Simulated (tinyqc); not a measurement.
Inside a calculation (part 3 of 3). Method: UKS/B3LYP (VWN-RPA form) in the sto-6g basis, for LiH+, spin multiplicity 2. Computed by tinyqc, a small Python program that keeps every step (integrals from PySCF). Command: `OMP_NUM_THREADS=1 python tinyqc.py 24871 24872 out.jsonl` (the two numbers bound the seeds that draw the settings). One thread of a shared host (Intel(R) Xeon(R) Processor @ 2.60GHz), about 3 s of CPU time with the checks.

Geometry (angstrom):
```
atom         x         y         z
Li    0.000000  0.000000  0.000000
H     0.000000  0.000000  2.479000
```

## Populations, bond orders and dipole

D(alpha) after iteration 45, order 1Li 1s, 1Li 2s, 1Li 2px, 1Li 2py, 1Li 2pz, 2H 1s:
```
[[0.988372, 0.019137, 0.000000, 0.000000, -0.010361, -0.057481],
 [0.019137, 0.037322, 0.000000, 0.000000, 0.036136, 0.166420],
 [0.000000, 0.000000, 0.000000, 0.000000, 0.000000, 0.000000],
 [0.000000, 0.000000, 0.000000, 0.000000, 0.000000, 0.000000],
 [-0.010361, 0.036136, 0.000000, 0.000000, 0.035841, 0.165347],
 [-0.057481, 0.166420, 0.000000, 0.000000, 0.165347, 0.762901]]
```

D(beta) after iteration 45, order 1Li 1s, 1Li 2s, 1Li 2px, 1Li 2py, 1Li 2pz, 2H 1s:
```
[[0.984369, 0.031291, 0.000000, 0.000000, 0.001345, -0.004054],
 [0.031291, 0.000995, 0.000000, 0.000000, 0.000043, -0.000129],
 [0.000000, 0.000000, 0.000000, 0.000000, 0.000000, 0.000000],
 [0.000000, 0.000000, 0.000000, 0.000000, 0.000000, 0.000000],
 [0.001345, 0.000043, 0.000000, 0.000000, 0.000002, -0.000006],
 [-0.004054, -0.000129, 0.000000, 0.000000, -0.000006, 0.000017]]
```

overlap S, order 1Li 1s, 1Li 2s, 1Li 2px, 1Li 2py, 1Li 2pz, 2H 1s:
```
[[1.000000, 0.235742, 0.000000, 0.000000, 0.000000, 0.009799],
 [0.235742, 1.000000, 0.000000, 0.000000, 0.000000, 0.204002],
 [0.000000, 0.000000, 1.000000, 0.000000, 0.000000, 0.000000],
 [0.000000, 0.000000, 0.000000, 1.000000, 0.000000, 0.000000],
 [0.000000, 0.000000, 0.000000, 0.000000, 1.000000, 0.301692],
 [0.009799, 0.204002, 0.000000, 0.000000, 0.301692, 1.000000]]
```

Mulliken: Z minus the diagonal of D S on the atom; Loewdin: the same with S^(1/2) D S^(1/2); Mayer order: 2 sum_s sum (D(s) S)_ij (D(s) S)_ji over the two atoms.

Charges (e):
```
atom  Mulliken   Loewdin  Mulliken spin
1Li   0.846120  0.823180       0.153778
2H    0.153880  0.176820       0.846222
```

Mayer bond orders:
```
pair     order
2-1   0.260229
```

dipole moment about the origin, x y z (debye): [0.000000, 0.000000, 0.877654]

<S^2> of the determinant (pure state: 0.75) = 0.750000
